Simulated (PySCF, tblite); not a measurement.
# C₂H₆Si: dynamics, then NMR shifts on frames

Aim: move C₂H₆Si (`C1C[SiH2]1`) away from its starting geometry and see how NMR shifts follow the geometry.

The runs use tblite 0.8.0 and PySCF 2.14.0, with density-fitted response routines of our own; the level of theory stands in each step. All values are computed, except where a source is named. Atoms are numbered from 0 throughout.

## 1. The molecule as given

9 atoms, charge 0, multiplicity 1; geometry from: GFN2-xTB.

Bonds of the start (Å): C0–C1 1.53, C1–Si2 1.88, Si2–C0 1.88, C0–H3 1.08, C0–H4 1.08, C1–H5 1.08, C1–H6 1.08, Si2–H7 1.45, Si2–H8 1.45.

## 2. Dynamics with GFN2-xTB

Job settings and geometry (Å):

```
{"job": {"kind": "md", "xc": "GFN2-xTB", "basis": "xTB", "temperature": 300, "steps": 2000, "every": 50, "frames": 5}, "charge": 0, "multiplicity": 1}
C     -0.618140     0.700685     0.194391
C     -0.509364    -0.741130    -0.320181
Si     1.143302     0.043625     0.118813
H     -1.112925     0.824739     1.147521
H     -0.958623     1.433395    -0.523883
H     -0.781934    -0.894748    -1.354976
H     -0.937643    -1.503336     0.315693
H      1.786609    -0.349830     1.359143
H      2.002279     0.492593    -0.961701
```

Method: GFN2-xTB Langevin dynamics, gas phase.

The run is started by

```console
$ OMP_NUM_THREADS=1 python probes_run.py task.json out
```

The driver reads the jobs from task.json and runs them one after another.

Log:

```text
t/fs     T/K      E/eV
    0.0   279.1   -245.01589
   25.0   226.6   -244.85693
   50.0   148.2   -244.80248
   75.0   141.4   -244.86230
  100.0   207.2   -244.88966
  125.0   232.9   -244.83574
  150.0   269.1   -244.80432
  175.0   301.9   -244.78167
  200.0   265.1   -244.69072
  225.0   283.2   -244.67082
  250.0   275.0   -244.56797
  275.0   399.0   -244.67866
  300.0   244.7   -244.52713
  325.0   333.4   -244.80760
  350.0   333.0   -244.71186
  375.0   324.0   -244.63280
  400.0   348.9   -244.80740
  425.0   338.9   -244.74681
  450.0   363.6   -244.73541
  475.0   307.4   -244.79711
  500.0   333.8   -244.75439
  525.0   258.4   -244.77562
  550.0   264.2   -244.79316
  575.0   300.9   -244.83902
  600.0   272.6   -244.80088
  625.0   239.8   -244.90143
  650.0   173.1   -244.82305
  675.0   307.4   -244.88238
  700.0   281.0   -244.78188
  725.0   216.7   -244.78388
  750.0   230.0   -244.91911
  775.0   189.6   -244.86414
  800.0   212.8   -244.85648
  825.0   233.7   -244.87924
  850.0   238.0   -244.76318
  875.0   307.2   -244.80895
  900.0   334.7   -244.71136
  925.0   306.7   -244.77511
  950.0   253.8   -244.75045
  975.0   335.0   -244.77109
 1000.0   283.8   -244.73307
```

Run time: 5.6 s. Hardware: 1 thread of Intel Xeon at 2.60GHz, shared host; peak memory 0.18 GiB.

Distance from the start (root mean square after alignment): 0 fs 0.00 Å, 200 fs 0.10 Å, 400 fs 0.08 Å, 600 fs 0.08 Å, 800 fs 0.11 Å, 1000 fs 0.12 Å.

Positions (Å) and forces (eV/Å) at 1000 fs:

```xyz
9

C    -1.707    0.794    0.759   -2.640    0.071    0.334
C    -1.756   -0.727    0.450   -0.124    0.227   -0.715
Si   -0.594    0.316   -0.662    0.715   -0.227    0.696
H    -1.606    1.055    1.821    0.589    0.016   -0.613
H    -2.717    1.248    0.432    1.540   -0.398    0.373
H    -2.724   -1.164    0.138    0.727    0.438    0.026
H    -1.285   -1.380    1.163    0.129    0.005    0.205
H     0.893    0.280   -0.372   -0.969   -0.059   -0.248
H    -1.020    0.788   -1.965    0.035   -0.073   -0.058
```

## 3. NMR shieldings: 250 fs, PBE0/pcSseg-1

Job settings and geometry (Å):

```
{"job": {"kind": "nmr", "xc": "PBE0", "basis": "pcSseg-1", "pop": false}, "charge": 0, "multiplicity": 1}
C     -0.594100     0.115400     0.193600
C     -0.260400    -1.413800     0.240500
Si     1.319700    -0.219100     0.139100
H     -1.084800     0.622500     1.072000
H     -1.124900     0.462200    -0.634900
H     -0.601800    -1.985700    -0.620800
H     -0.454000    -1.715500     1.211600
H      2.252700    -0.206700     1.283200
H      2.119500    -0.002100    -1.136600
```

With the program's defaults for keys left out, this is: GIAO PBE0/pcSseg-1 NMR shielding, non-relativistic, gas phase.

Log:

```text
coarse grid: 7520 points
cycle   1  E = -368.9485158976  dE =  5.076e-02  |g| = 3.588e-01  |ddm| = 2.566e+00
cycle   2  E = -368.8947430728  dE =  5.377e-02  |g| = 5.488e-01  |ddm| = 9.062e-01
cycle   3  E = -368.9858284521  dE = -9.109e-02  |g| = 2.425e-02  |ddm| = 6.230e-01
cycle   4  E = -368.9860276032  dE = -1.992e-04  |g| = 5.342e-03  |ddm| = 4.242e-02
cycle   5  E = -368.9860368711  dE = -9.268e-06  |g| = 1.255e-03  |ddm| = 8.414e-03
final grid: 66576 points
cycle   6  E = -369.0043047492  dE = -1.265e-05  |g| = 5.765e-03  |ddm| = 1.427e-02
cycle   7  E = -369.0042939800  dE =  1.077e-05  |g| = 8.338e-03  |ddm| = 1.211e-02
cycle   8  E = -369.0043134581  dE = -1.948e-05  |g| = 5.275e-04  |ddm| = 8.007e-03
cycle   9  E = -369.0043135385  dE = -8.038e-08  |g| = 1.331e-04  |ddm| = 8.110e-04
cycle  10  E = -369.0043135429  dE = -4.377e-09  |g| = 3.986e-05  |ddm| = 1.432e-04
cycle  11  E = -369.0043135432  dE = -3.656e-10  |g| = 1.271e-05  |ddm| = 4.134e-05
converged SCF energy = -369.0043135432

GIAO shielding tensors (ppm)
atom      isotropic    diamagn.    paramagn.     s11        s22        s33       span
  0 C      181.878     253.294     -71.416    155.435    185.667    204.531     49.096
  1 C      193.012     254.037     -61.024    178.177    182.154    218.705     40.528
  2 Si     504.646     879.405    -374.759    353.304    406.281    754.353    401.049
  3 H       29.584      29.998      -0.414     24.903     25.670     38.178     13.275
  4 H       31.600      32.959      -1.359     26.461     27.767     40.572     14.112
  5 H       30.389      30.148       0.240     25.213     26.462     39.491     14.278
  6 H       32.145      31.881       0.264     25.874     28.545     42.016     16.142
  7 H       28.694      28.734      -0.041     23.432     26.170     36.479     13.047
  8 H       28.182      28.265      -0.083     23.163     25.759     35.623     12.461
```

It took 3.4 s on 1 thread of Intel Xeon at 2.60GHz, shared host; peak memory 0.4 GiB.

The references, computed at this level on geometries of the same kind, shield at (ppm): 1H TMS 31.72, 13C TMS 186.9, 29Si TMS 349.2. Their shielding less the atom's gives the shift. The references are single molecules in the gas phase. Each atom is listed at this fixed geometry, with no averaging over motion; a spectrum would average atoms that exchange fast.

```csv
atoms,environment,σ (ppm),δ (ppm)
C0,three-membered-ring carbon,181.9,5.0
C1,three-membered-ring carbon,193.0,-6.1
H8,"hydrogen on a silicon bonded to 2 C, in a 3-membered ring",28.18,3.54
H7,"hydrogen on a silicon bonded to 2 C, in a 3-membered ring",28.69,3.02
H3,hydrogen on a three-membered-ring carbon,29.58,2.13
H5,hydrogen on a three-membered-ring carbon,30.39,1.33
H4,hydrogen on a three-membered-ring carbon,31.60,0.12
H6,hydrogen on a three-membered-ring carbon,32.15,-0.43
Si2,"silicon bonded to 2 C, 2 H, in a 3-membered ring",504.6,-155.5
```

Ring of atoms C0, C1, Si2: NICS(0) -25.3, NICS(1) -7.5, NICS(1)zz -14.8 ppm (means of both faces). The ring holds saturated atoms, so no π current runs round it: these values come from its σ bonds, any local π bonds and neighbouring rings, and say nothing of aromaticity.

In rings of three or four atoms NICS is ruled by the nearby σ bonds, so it says little on aromaticity.

## 4. Nuclear shieldings: 425 fs, PBE0/pcSseg-1

Job settings and geometry (Å):

```
{"job": {"kind": "nmr", "xc": "PBE0", "basis": "pcSseg-1", "pop": false}, "charge": 0, "multiplicity": 1}
C     -0.489200    -0.150700    -0.237400
C     -0.316900    -1.645400    -0.087400
Si     1.320300    -0.691200    -0.056700
H     -0.930300     0.339800     0.651300
H     -1.100100     0.099900    -1.124700
H     -0.672500    -2.291200    -0.824900
H     -0.523100    -2.051600     0.867100
H      1.980600    -0.613500     1.171100
H      2.212700    -0.623300    -1.231700
```

With the program's defaults for keys left out, this is: GIAO PBE0/pcSseg-1 NMR shielding, non-relativistic, gas phase.

Log:

```text
coarse grid: 7520 points
cycle   1  E = -368.9500071306  dE =  2.033e-01  |g| = 3.871e-01  |ddm| = 2.599e+00
cycle   2  E = -368.8949491600  dE =  5.506e-02  |g| = 5.763e-01  |ddm| = 9.672e-01
cycle   3  E = -368.9923413005  dE = -9.739e-02  |g| = 2.398e-02  |ddm| = 6.532e-01
cycle   4  E = -368.9925211344  dE = -1.798e-04  |g| = 7.492e-03  |ddm| = 4.340e-02
cycle   5  E = -368.9925337599  dE = -1.263e-05  |g| = 4.035e-03  |ddm| = 1.055e-02
cycle   6  E = -368.9925377520  dE = -3.992e-06  |g| = 2.179e-04  |ddm| = 3.097e-03
final grid: 66576 points
cycle   7  E = -369.0100229045  dE = -1.381e-05  |g| = 5.730e-03  |ddm| = 1.441e-02
cycle   8  E = -369.0100128370  dE =  1.007e-05  |g| = 8.236e-03  |ddm| = 1.214e-02
cycle   9  E = -369.0100315230  dE = -1.869e-05  |g| = 3.993e-04  |ddm| = 7.914e-03
cycle  10  E = -369.0100315704  dE = -4.742e-08  |g| = 8.978e-05  |ddm| = 6.718e-04
cycle  11  E = -369.0100315725  dE = -2.117e-09  |g| = 2.003e-05  |ddm| = 1.214e-04
cycle  12  E = -369.0100315726  dE = -1.046e-10  |g| = 6.199e-06  |ddm| = 2.628e-05
converged SCF energy = -369.0100315726

GIAO shielding tensors (ppm)
atom      isotropic    diamagn.    paramagn.     s11        s22        s33       span
  0 C      190.973     250.844     -59.871    168.198    184.563    220.157     51.959
  1 C      197.265     253.873     -56.609    170.826    196.521    224.447     53.620
  2 Si     515.552     880.485    -364.933    384.563    405.704    756.388    371.825
  3 H       30.529      30.703      -0.174     25.138     26.222     40.227     15.089
  4 H       29.924      29.929      -0.005     23.953     26.801     39.018     15.065
  5 H       31.887      31.346       0.541     26.310     27.860     41.489     15.179
  6 H       32.203      31.551       0.652     26.555     27.425     42.628     16.073
  7 H       30.252      30.602      -0.350     24.362     27.409     38.984     14.623
  8 H       28.900      28.829       0.071     23.683     26.285     36.731     13.048
```

Wall time 3.1 s (1 thread of Intel Xeon at 2.60GHz, shared host); peak memory 0.41 GiB.

This run: δ C0 -4.0, C1 -10.3, Si2 -166.4, H8 2.82, H4 1.79 ppm.

## 5. NMR shieldings: 625 fs, PBE0/pcSseg-1

Job settings and geometry (Å):

```
{"job": {"kind": "nmr", "xc": "PBE0", "basis": "pcSseg-1", "pop": false}, "charge": 0, "multiplicity": 1}
C     -1.178600     0.124000    -0.106200
C     -0.962600    -1.261700     0.605700
Si     0.573200    -0.551700    -0.233900
H     -1.368700     0.960800     0.580500
H     -1.909400     0.155800    -0.902200
H     -1.519600    -1.992800     0.092800
H     -1.149400    -1.286200     1.656400
H      1.534100     0.099900     0.652800
H      1.059900    -1.079700    -1.552400
```

Level: GIAO PBE0/pcSseg-1 NMR shielding, non-relativistic, gas phase.

Log:

```text
coarse grid: 7520 points
cycle   1  E = -368.9576006520  dE =  1.330e-01  |g| = 3.812e-01  |ddm| = 2.570e+00
cycle   2  E = -368.9088371907  dE =  4.876e-02  |g| = 5.553e-01  |ddm| = 9.622e-01
cycle   3  E = -368.9992934072  dE = -9.046e-02  |g| = 2.104e-02  |ddm| = 6.325e-01
cycle   4  E = -368.9994212879  dE = -1.279e-04  |g| = 4.940e-03  |ddm| = 3.430e-02
cycle   5  E = -368.9994268420  dE = -5.554e-06  |g| = 1.864e-03  |ddm| = 6.824e-03
final grid: 66576 points
cycle   6  E = -369.0176783707  dE = -1.314e-05  |g| = 6.089e-03  |ddm| = 1.603e-02
cycle   7  E = -369.0176688433  dE =  9.527e-06  |g| = 8.419e-03  |ddm| = 1.220e-02
cycle   8  E = -369.0176880207  dE = -1.918e-05  |g| = 3.901e-04  |ddm| = 7.701e-03
cycle   9  E = -369.0176880627  dE = -4.206e-08  |g| = 1.177e-04  |ddm| = 6.780e-04
cycle  10  E = -369.0176880661  dE = -3.398e-09  |g| = 3.375e-05  |ddm| = 1.297e-04
cycle  11  E = -369.0176880664  dE = -2.507e-10  |g| = 1.165e-05  |ddm| = 3.435e-05
converged SCF energy = -369.0176880664

GIAO shielding tensors (ppm)
atom      isotropic    diamagn.    paramagn.     s11        s22        s33       span
  0 C      193.289     253.684     -60.395    166.429    189.719    223.720     57.291
  1 C      196.681     253.889     -57.208    174.305    190.315    225.423     51.118
  2 Si     493.606     880.476    -386.870    391.632    403.158    686.027    294.395
  3 H       31.002      31.250      -0.248     25.545     26.766     40.695     15.150
  4 H       31.070      31.093      -0.023     25.482     27.201     40.528     15.046
  5 H       32.030      31.309       0.721     25.919     28.264     41.907     15.988
  6 H       31.513      31.075       0.438     25.753     27.289     41.498     15.746
  7 H       28.855      29.450      -0.595     23.698     26.328     36.538     12.839
  8 H       28.218      28.298      -0.080     23.410     25.749     35.495     12.084
```

Wall time 3.1 s (1 thread of Intel Xeon at 2.60GHz, shared host); peak memory 0.42 GiB.

This run: δ C0 -6.4, C1 -9.8, Si2 -144.4, H8 3.50, H7 2.86 ppm.

## 6. NMR shieldings: 800 fs, PBE0/pcSseg-1

Job settings and geometry (Å):

```
{"job": {"kind": "nmr", "xc": "PBE0", "basis": "pcSseg-1", "pop": false}, "charge": 0, "multiplicity": 1}
C     -1.775700     0.567800     0.258000
C     -1.528000    -0.923800     0.488900
Si     0.007200     0.115800    -0.041500
H     -2.117800     1.060400     1.176300
H     -2.422400     0.904600    -0.579300
H     -1.999900    -1.573700    -0.213400
H     -1.610800    -1.247800     1.480000
H      1.158800     0.618700     0.716700
H      0.352900    -0.038000    -1.451400
```

Level: GIAO PBE0/pcSseg-1 NMR shielding, non-relativistic, gas phase.

Log:

```text
coarse grid: 7520 points
cycle   1  E = -368.9573356517  dE =  1.590e-01  |g| = 3.746e-01  |ddm| = 2.587e+00
cycle   2  E = -368.9058659587  dE =  5.147e-02  |g| = 5.573e-01  |ddm| = 9.190e-01
cycle   3  E = -368.9971176103  dE = -9.125e-02  |g| = 2.413e-02  |ddm| = 6.215e-01
cycle   4  E = -368.9973050797  dE = -1.875e-04  |g| = 6.468e-03  |ddm| = 4.331e-02
cycle   5  E = -368.9973153084  dE = -1.023e-05  |g| = 3.457e-03  |ddm| = 1.013e-02
cycle   6  E = -368.9973182579  dE = -2.950e-06  |g| = 2.440e-04  |ddm| = 2.729e-03
final grid: 66576 points
cycle   7  E = -369.0152212672  dE = -1.275e-05  |g| = 5.796e-03  |ddm| = 1.357e-02
cycle   8  E = -369.0152108620  dE =  1.041e-05  |g| = 8.344e-03  |ddm| = 1.218e-02
cycle   9  E = -369.0152301450  dE = -1.928e-05  |g| = 4.057e-04  |ddm| = 7.938e-03
cycle  10  E = -369.0152301925  dE = -4.755e-08  |g| = 1.026e-04  |ddm| = 6.713e-04
cycle  11  E = -369.0152301951  dE = -2.607e-09  |g| = 2.962e-05  |ddm| = 1.235e-04
cycle  12  E = -369.0152301953  dE = -1.967e-10  |g| = 1.105e-05  |ddm| = 3.015e-05
converged SCF energy = -369.0152301953

GIAO shielding tensors (ppm)
atom      isotropic    diamagn.    paramagn.     s11        s22        s33       span
  0 C      191.365     254.230     -62.866    167.756    189.149    217.189     49.433
  1 C      192.366     254.877     -62.511    168.769    188.446    219.882     51.112
  2 Si     506.055     880.825    -374.770    364.497    412.680    740.988    376.491
  3 H       30.461      30.163       0.298     24.603     27.286     39.495     14.892
  4 H       30.304      29.746       0.558     25.362     25.817     39.732     14.370
  5 H       31.551      31.280       0.272     25.742     27.278     41.633     15.891
  6 H       31.711      32.088      -0.377     26.378     27.919     40.837     14.459
  7 H       28.738      28.845      -0.107     23.743     26.176     36.294     12.551
  8 H       29.270      29.686      -0.415     23.731     26.704     37.375     13.644
```

Run time: 3.1 s. Hardware: 1 thread of Intel Xeon at 2.60GHz, shared host; peak memory 0.42 GiB.

Key values: δ C0 -4.4, C1 -5.4, Si2 -156.9, H7 2.98, H8 2.45 ppm.

## 7. Shielding tensors: 1000 fs, PBE0/pcSseg-1

Job settings and geometry (Å):

```
{"job": {"kind": "nmr", "xc": "PBE0", "basis": "pcSseg-1", "pop": false}, "charge": 0, "multiplicity": 1}
C     -1.707100     0.794100     0.759100
C     -1.755500    -0.726500     0.449700
Si    -0.594200     0.315500    -0.662000
H     -1.606000     1.054800     1.820600
H     -2.717100     1.247600     0.432000
H     -2.724500    -1.164400     0.138200
H     -1.284700    -1.380400     1.162800
H      0.893400     0.280300    -0.371800
H     -1.019500     0.787600    -1.965400
```

Level: GIAO PBE0/pcSseg-1 NMR shielding, non-relativistic, gas phase.

Log:

```text
coarse grid: 7520 points
cycle   1  E = -368.9556633514  dE =  8.415e-02  |g| = 3.667e-01  |ddm| = 2.553e+00
cycle   2  E = -368.9062762511  dE =  4.939e-02  |g| = 5.473e-01  |ddm| = 9.383e-01
cycle   3  E = -368.9944333723  dE = -8.816e-02  |g| = 2.084e-02  |ddm| = 6.173e-01
cycle   4  E = -368.9945496042  dE = -1.162e-04  |g| = 7.310e-03  |ddm| = 3.401e-02
cycle   5  E = -368.9945593626  dE = -9.758e-06  |g| = 3.953e-03  |ddm| = 9.021e-03
cycle   6  E = -368.9945632626  dE = -3.900e-06  |g| = 1.384e-04  |ddm| = 3.043e-03
final grid: 66576 points
cycle   7  E = -369.0124470291  dE = -1.005e-05  |g| = 5.225e-03  |ddm| = 1.312e-02
cycle   8  E = -369.0124386352  dE =  8.394e-06  |g| = 7.521e-03  |ddm| = 1.112e-02
cycle   9  E = -369.0124543127  dE = -1.568e-05  |g| = 3.476e-04  |ddm| = 7.143e-03
cycle  10  E = -369.0124543432  dE = -3.044e-08  |g| = 8.886e-05  |ddm| = 5.502e-04
cycle  11  E = -369.0124543451  dE = -1.965e-09  |g| = 2.678e-05  |ddm| = 1.084e-04
cycle  12  E = -369.0124543453  dE = -1.585e-10  |g| = 1.039e-05  |ddm| = 2.778e-05
converged SCF energy = -369.0124543453

GIAO shielding tensors (ppm)
atom      isotropic    diamagn.    paramagn.     s11        s22        s33       span
  0 C      189.506     250.204     -60.697    162.835    186.753    218.930     56.094
  1 C      188.660     254.835     -66.176    160.444    183.471    222.064     61.621
  2 Si     495.546     880.073    -384.527    385.175    405.764    695.698    310.522
  3 H       29.869      29.622       0.248     24.321     26.589     38.698     14.378
  4 H       29.812      27.557       2.254     24.336     26.069     39.031     14.695
  5 H       30.212      29.462       0.750     24.484     26.690     39.463     14.979
  6 H       31.428      32.168      -0.740     26.330     27.201     40.754     14.424
  7 H       28.006      28.383      -0.377     23.251     25.606     35.162     11.911
  8 H       28.898      28.889       0.010     23.714     26.338     36.642     12.928
```

Run time: 3.1 s. Hardware: 1 thread of Intel Xeon at 2.60GHz, shared host; peak memory 0.42 GiB.

In short: δ C1 -1.7, C0 -2.6, Si2 -146.4, H7 3.71, H8 2.82 ppm.

## 8. Run by run: NMR shifts

Shifts (ppm) of some atoms, chosen among heavy atoms and hydrogens apart, with basis size and wall time:

```csv
frame,C0,C1,H7,H3,H5,H4,Si2,functions,time
250 fs,5.0,-6.1,3.02,2.13,1.33,0.12,-155.5,88,3.4 s
425 fs,-4.0,-10.3,1.47,1.19,-0.17,1.79,-166.4,88,3.1 s
625 fs,-6.4,-9.8,2.86,0.71,-0.31,0.65,-144.4,88,3.1 s
800 fs,-4.4,-5.4,2.98,1.26,0.17,1.41,-156.9,88,3.1 s
1000 fs,-2.6,-1.7,3.71,1.85,1.50,1.91,-146.4,88,3.1 s
```

## 9. Summary of results

```
                                       quantity                                    value
                                     thermostat                                    300 K
                  mean temperature, second half                                    265 K
        mean potential energy above the minimum                                  0.21 eV
 13C shifts against TMS (PBE0/pcSseg-1, 250 fs)                            5.0, -6.1 ppm
  1H shifts against TMS (PBE0/pcSseg-1, 250 fs)  3.54, 3.02, 2.13, 1.33, 0.12, -0.43 ppm
29Si shifts against TMS (PBE0/pcSseg-1, 250 fs)                               -155.5 ppm
                      range of the shift of Si2                     -166.4 to -144.4 ppm
```

In the second half the potential energy averages 0.21 eV above the minimum; equipartition over 21 harmonic modes at 300 K would give 0.27 eV. With 9 atoms the temperature swings widely (141 to 399 K). Shifts at one fixed geometry are not the observed spectrum, which averages over the motion. In the first frame run (250 fs): Shielding is most anisotropic at Si2 (span 401 ppm, paramagnetic term -375 ppm). In ppm, Si2 moves most: its shift spreads over 21.9 ppm, from -166.4 (425 fs) to -144.4 (625 fs).
